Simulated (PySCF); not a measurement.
Rock-salt CdO was calculated with MP2 in PySCF (GTH pseudopotentials, Gaussian basis).

The same calculation (at the measured cell, 12.945 Å³/atom) with different numerical settings; throughout: k mesh 2×2×2:

| run | basis | correlation energy (eV/atom) | total energy (eV/atom) |
|---|---|---|---|
| 1 | DZ | -8.0924 | -861.2308 |
| 2 | TZ | -11.1365 | -864.4411 |
| 3 | QZ | -12.3287 | -865.6572 |

In the column total energy (eV/atom) the first row differs from the last by +4.4264 and the next to last by +1.2161.

The last row is no converged limit: other settings stay fixed.
